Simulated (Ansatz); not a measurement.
Reaction: C2H7N (ethanamine, SMILES CCN) → C2H6N (SMILES [CH2]CN, doublet) + H (doublet) (the C-H bond breaks)
Each species at its own B3LYP-D3(BJ)/def2-TZVP minimum (Ansatz, an electronic-structure program), one conformer.

Total energies in hartree (Ansatz). Radicals and triplets start from unrestricted determinants; spin-orbit coupling is neglected. Cores are frozen in correlated methods. No relativity. For partners of very few electrons the exact lower level stands in for a higher one.

```tsv
species	HF/cc-pVTZ	CCSD(T)/cc-pVTZ	HF/cc-pVQZ	CCSD(T)/cc-pVQZ	CCSD(T)/cc-pVDZ	CCSDT(Q)/cc-pVDZ
1: C2H7N (ethanamine, SMILES CCN)	-134.30393	-134.93930	-134.31373	-134.98187	-134.78754	-134.78911
2: C2H6N (SMILES [CH2]CN, doublet)	-133.67052	-134.26688	-133.68023	-134.30825	-134.12038	-134.12209
3: H (doublet)	-0.49981	-0.49981	-0.49995	-0.49995	-0.49928	-0.49928
```

### Question
Work out the bond dissociation energy (electronic) in kcal/mol: take Hartree-Fock from cc-pVQZ, extrapolate the CCSD(T) correlation energy as X^-3 (X = 3, 4), and add CCSDT(Q) - CCSD(T) in cc-pVDZ. 1 hartree = 627.51 kcal/mol.

### Answer

Species 1: correlation (64·(-0.66814) - 27·(-0.63537))/37 = -0.69205; step -0.00157; E1 = -134.31373 + (-0.69205) + (-0.00157) = -135.00735
Species 2: correlation (64·(-0.62802) - 27·(-0.59636))/37 = -0.65112; step -0.00171; E2 = -133.68023 + (-0.65112) + (-0.00171) = -134.33306
Species 3: correlation (64·(0.00000) - 27·(0.00000))/37 = 0.00000; step +0.00000; E3 = -0.49995 + (0.00000) + (+0.00000) = -0.49995
-1·E1 +1·E2 +1·E3 = 0.17434 hartree = 109.4 kcal/mol.
